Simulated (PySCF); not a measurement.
Gas-phase reaction: 2 BH + 2 H₂ ⇌ B₂H₆

Method: PySCF energies (xtb for GFN2) plus ideal-gas RRHO corrections (1 bar). † marks an energy on the PBE0/def2-TZVP geometry and frequencies; other levels use their own. MP2 and CCSD(T) freeze the core. 6-31G* has spherical d functions here. All species are closed-shell singlets. B3LYP is the form with VWN-RPA correlation. MP2 isn't extrapolated to the basis-set limit; its ΔH°(298 K) is -899.5 kJ in def2-SVP and -889.6 kJ in def2-TZVPP. CCSD(T) isn't extrapolated to the basis-set limit; its ΔH°(298 K) is -833.4 kJ in def2-SVP and -826.8 kJ in def2-TZVPP. The harmonic model lacks anharmonicity and excited electronic states, which grow with temperature; levels with a mode under 35 cm⁻¹ are left out.

```tsv
level	ΔE electronic, kJ	ΔH°(298 K), kJ	ΔS°(298 K), J/K	ΔG°(1000 K), kJ
B3LYP/6-31G*	-949	-886	-373	-495
B3LYP/def2-TZVP†	-925	-864	-372	-474
CCSD(T)/def2-SVP†	-895	-833	-372	-444
CCSD(T)/def2-TZVPP†	-888	-827	-372	-437
GFN2-xTB	-1081	-1027	-370	-641
HF/6-31G*	-843	-776	-373	-383
MP2/def2-SVP†	-961	-899	-372	-510
PBE/def2-SVP	-1011	-953	-371	-566
PBE0/def2-QZVP†	-995	-933	-372	-543
ωB97X-V/def2-TZVP†	-951	-889	-372	-499
```
ΔH° is lowest at GFN2-xTB and highest at HF/6-31G*. No reference value is set beside these.
